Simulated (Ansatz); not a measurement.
# How well does each level of theory give the static dielectric constant of 2H MoS₂?

Reference value: 12.7 (measured, temperature not stated, not corrected to a static lattice, polycrystalline average of the tensor's eigenvalues; as tabulated in Petousis et al. (2017), doi:10.1038/sdata.2016.134).

### Question
Put these levels in order of the static dielectric constant that they give for 2H MoS₂, smallest first: LDA (Ansatz, a program for electronic structure), PBEsol (Ansatz), r²SCAN (Ansatz).

### Answer
r²SCAN (11.1), PBEsol (12.0), LDA (12.9)

Unless a cell is named, each level is at its own relaxed cell (LDA 16.99, PBEsol 17.92, r²SCAN 19.02 Å³/atom).

Differences against the reference: LDA +1.6 %, PBEsol -5.5 %, r²SCAN -12.6 %.

The reference has no zero-point or thermal correction, while the calculations are for a static lattice, so the differences are not the levels' errors alone. For crystals that are not cubic the mean over three axes is given.  LDA, PBEsol, r²SCAN: the cell comes from a level without a dispersion term, which matters for the spacing of layers, chains or molecules. Each level is taken at its own relaxed cell. Cutoffs differ between the levels. Ansatz's density-functional and Hartree–Fock values are scalar-relativistic unless marked +SOC, with PAW data made under PBE.

Differences are worked out from the printed values.
